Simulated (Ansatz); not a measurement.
# Worked example: correlation energy of HCSi, doublet

Geometry: a point of a stretch scan, not a stationary point.

```xyz
3

Si    0.0000    0.0000    1.6220
C     0.0000    0.0000   -0.0605
H     0.0000    0.0000   -1.5615
```

Basis 6-31G; Ansatz 0.2.0. Correlated methods freeze the noble-gas cores, which leaves 9 electrons in 18 orbitals. Prefix R: restricted or restricted open-shell reference.

Full CI is exact within this basis and frozen core; it isn't the basis-set limit.

Runs differ by some tens of microhartree through their thresholds and, for an open shell, their frozen cores, so steps under 0.03 kcal/mol mean nothing.

```json
{"level": "RHF", "total energy (hartree)": "-327.121757"}
{"level": "RMP2", "total energy (hartree)": "-327.255970"}
{"level": "RCCSD", "total energy (hartree)": "-327.280408"}
{"level": "RCCSD(T)", "total energy (hartree)": "-327.286753"}
{"level": "RCCSDT", "total energy (hartree)": "-327.287673"}
{"level": "RCCSDT(Q)", "total energy (hartree)": "-327.288448"}
{"level": "RCCSDTQ", "total energy (hartree)": "-327.288395"}
{"level": "full CI", "total energy (hartree)": "-327.288502"}
```

What is the correlation energy at full CI, and what share of it do RMP2 and RCCSD recover?

E(corr) = -327.288502 − (-327.121757) = -0.166745 hartree = -4.537 eV. RMP2: -0.134213 / -0.166745 = 80.49 %. RCCSD: -0.158651 / -0.166745 = 95.15 %.

By how many kcal/mol does RCCSD(T) miss full CI (1 hartree = 627.509 kcal/mol), and which steps make up the rest?

-327.286753 − (-327.288502) = 0.001749 hartree = 1.10 kcal/mol. Steps: RCCSDT − RCCSD(T) = -0.58, RCCSDT(Q) − RCCSDT = -0.49, RCCSDTQ − RCCSDT(Q) = 0.03, full CI − RCCSDTQ = -0.07 kcal/mol. With more than one leading determinant such errors change with state and geometry, and needn't cancel in differences.
